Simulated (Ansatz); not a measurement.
# SiNH5 (singlet): wave-function methods side by side at twist about Si1–N2 = 58.1°, cc-pVDZ

The task here is to estimate one member of a computed series from the others.

The runs use Ansatz 0.2.0, Gaussian basis; cc-pVDZ, core rule «outside noble gas», up to 6 orbitals frozen.

The runs, in order: UHF; CCSD(T) on RHF; BCCD(T) on RHF; CISD; CCSDT(Q) on RHF; CASSCF and NEVPT2, 2 electrons in 2 orbitals; CASSCF and NEVPT2, 8 electrons in 8 orbitals.

16 further runs of the same task are left out: 13 that didn't finish, 3 set aside as unsound or not needed.

### The system

The geometry derives from a PBE0/def2-TZVP stationary point (not a proven minimum). One half is turned about the bond named; the halves are rigid.

7 atoms, charge 0, spin multiplicity 1.

Atoms are counted from 1 here; the program's logs count them from 0.

Bond lengths: Si1–N2 1.720 Å, Si1–H3 1.486 Å, Si1–H4 1.486 Å, Si1–H5 1.494 Å, N2–H6 1.007 Å, N2–H7 1.007 Å. Angles: N2–Si1–H3 107.9°, N2–Si1–H4 107.9°, N2–Si1–H5 116.0°, H3–Si1–H4 110.5°, H3–Si1–H5 107.3°, H4–Si1–H5 107.3°, Si1–N2–H6 119.6°, Si1–N2–H7 119.6°, H6–N2–H7 110.6°.

The first run:

File in.yaml:

```yaml
crystal:
  periodic: [false, false, false]
  atoms:
    - {symbol: Si, position_ang: [-0.017071, -0.010312, 0.572391]}
    - {symbol: N, position_ang: [0.048125, -0.010312, -1.146743]}
    - {symbol: H, position_ang: [0.678549, -1.230997, 1.055611]}
    - {symbol: H, position_ang: [0.678547, 1.210373, 1.055611]}
    - {symbol: H, position_ang: [-1.384253, -0.010313, 1.175032]}
    - {symbol: H, position_ang: [-0.785685, -0.206926, -1.676621]}
    - {symbol: H, position_ang: [0.619744, 0.668506, -1.623321]}
basis:
  gaussian: {orbitals: cc-pVDZ}
magnetization: {spin_polarized: true, initial_magnetization: 0}
hamiltonian: {xc: hf}
output: {orbitals: {seedname: orbitals}}
```

The run is started by

```
ansatz run in.yaml --threads 1 --pin off --events-out ev --progress --plain --max-ram 2393MiB
```

Among the steps run: UHF; CCSD(T) on RHF; BCCD(T) on RHF; CISD; CCSDT(Q) on RHF; CASSCF and NEVPT2, 2 electrons in 2 orbitals; CASSCF and NEVPT2, 8 electrons in 8 orbitals.

One of the session's tables, all rows but one given; the rest of the session is left out.

It belongs to the step «Misses and costs». 

```
     method  from RCCSDT(Q) (kJ/mol)
        RHF                   +852.6
       RMP2                   +112.7
       CISD                    +92.6
      RCCSD                    +20.8
   RCCSD(T)                     +3.2
    BCCD(T)                     +3.1
     RCCSDT                     +1.4
  RCCSDT(Q)                        0
CASSCF pair                        ?
NEVPT2 pair                   +115.3
```

**Question.** Estimate the row for CASSCF pair.

**Answer.** from RCCSDT(Q) (kJ/mol): +808.0. In the column «from RCCSDT(Q) (kJ/mol)» it lies between NEVPT2 pair (+115.3) and RHF (+852.6).

Left out of the table: CASSCF frontier, NEVPT2 frontier (the active space lost an orbital or holds another state than full CI finds).

To keep in mind: Warnings in the runs' records: passed over end.
